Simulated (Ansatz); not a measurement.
Cubic perovskite SrTiO₃ (cubic form, which distorts at low temperature), treated with PBE in Ansatz (plane waves, PAW).

Settings: plane-wave cutoff 520 eV, 6×6×6 k mesh, no spin polarisation, scalar-relativistic PAW data made under PBE.

Computed at the level's own relaxed cell.

```
SrTiO3
1.0
    3.93649     0.00000     0.00000
    0.00000     3.93649     0.00000
    0.00000     0.00000     3.93649
Sr Ti O
1 1 3
Cartesian
  0.00000   0.00000   0.00000
  1.96824   1.96824   1.96824
  1.96824   0.00000   1.96824
  0.00000   1.96824   1.96824
  1.96824   1.96824   0.00000
```

**Question.** Give the elastic tensor (Voigt notation, GPa, ions relaxed, in the Cartesian axes of the cell as printed).

**Answer.** 
```
  313.5    98.6    98.6     0.0     0.0     0.0
   98.6   313.5    98.6     0.0     0.0     0.0
   98.6    98.6   313.5     0.0     0.0     0.0
    0.0     0.0     0.0   109.7     0.0     0.0
    0.0     0.0     0.0     0.0   109.7     0.0
    0.0     0.0     0.0     0.0     0.0   109.7
```

Measured, for comparison: elastic constant C11 318 GPa, elastic constant C12 103 GPa, elastic constant C44 124 GPa (273 K, no zero-point or thermal correction; as tabulated in Frostenson et al. (2021), arXiv:2109.07393). Computed (rounded) less measured: elastic constant C11 -1 %, elastic constant C12 -4 %, elastic constant C44 -11 %.

Note: the relaxation could not lower the start's symmetry, so the cell can be a saddle point above a distorted one.

Computed values are for the static lattice.

Ansatz is a program for electronic structure.
